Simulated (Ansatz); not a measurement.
How far each method lies from full CI for OF2, singlet

Geometry: MP2(full)/6-31G*, from the G2/97 set.

```xyz
3

F     0.0000    1.1106   -0.2636
O     0.0000    0.0000    0.6260
F     0.0000   -1.1106   -0.2636
```

Basis STO-3G; Ansatz 0.2.0. Correlated methods freeze the noble-gas cores, which leaves 20 electrons in 12 orbitals. R marks a restricted (for open shells ROHF) determinant, U an unrestricted one. Active spaces: valence = (20e, 12o) chosen from the atoms' valence shells.

Full CI is exact within this basis and frozen core; it isn't the basis-set limit. The frozen core follows each run's orbitals, which can shift R against U totals by a few meV.

Unrestricted rows (U) aren't spin-pure: their determinants' ⟨S²⟩ exceeds S(S+1) by up to 0.15, so they mix in states of higher spin.

- UHF ⟨S²⟩: 0.150
- T1 diagnostic (RCCSD): 0.0099
- largest doubles amplitude (RCCSD): 0.101

| level | E − E(RHF) (eV) |
| --- | --- |
| UHF | -0.0191 |
| RMP2 | -2.5919 |
| RCCSD | -3.6998 |
| RCCSD(T) | -3.7379 |

Problem. Estimate how far full CI in STO-3G lies from RCCSD(T). The table doesn't fix it; the size of (T) and the diagnostics are the guide.

Solution. Full CI in STO-3G lies 24 meV below RCCSD(T), which is 64 % of the (T) step (-38 meV). RHF is unstable towards spin polarisation, and the rest is a large part of (T).

The other levels:

| level | E − E(full CI) (meV) | share of correlation (%) | wall time |
| --- | --- | --- | --- |
| CISD | 209 | 94.43 | 0.09 s |
| BCCD(T) | 28 | 99.26 | 0.21 s |
| RCCSDT | 8 | 99.79 | – |
| CISDTQ | 0 | 100.00 | 0.24 s |
| RCCSDT(Q) | 2 | 99.93 | 0.51 s |
| RCCSDTQ | 0 | 100.00 | 8.5 s |

The correlation energy at full CI, counted from RHF, is -3.762 eV. That run took 0.24 s on 1 thread of AMD EPYC 7R13, shared host over 1,138 determinants.

Run but not shown, since their state or frozen core can't be matched to the reference's or they repeat it: CASSCF (valence space), NEVPT2 (valence space), MRCISD (valence space), MRCISD+Q (valence space).

Times hold each run's SCF and search for its determinant on a shared host, so for small cases they say little of a method's own cost; they ran on 1 thread of AMD EPYC 7R13.

The full-CI state has the irrep A1 of C2v, in the program's axes.

Natural occupations of full CI about the gap: 1.996 1.995 1.994 1.904 1.903 0.110 0.101; effectively unpaired electrons, Σ n²(2−n)², 0.15.

Atomization energy (electronic, same basis, no zero-point term; atoms at the same level, unrestricted beside the R rows where the molecule is a closed shell, with restricted open-shell steps beyond CCSDT(Q)) at full CI: 385.8 kJ/mol. Errors of other levels:

| level | error (kJ/mol) |
| --- | --- |
| RHF | -363.0 |
| UHF | -361.1 |
| RMP2 | -112.9 |
| CISD | -20.2 |
| RCCSD | -6.0 |
| RCCSD(T) | -2.3 |
| BCCD(T) | -2.7 |
| RCCSDT | -0.7 |
| CISDTQ | 0.0 |
| RCCSDT(Q) | -0.2 |
| RCCSDTQ | 0.0 |

This basis is far from its limit, so the value isn't to be set against a measured one. Truncated CI isn't size-consistent, which counts against it in atomization.
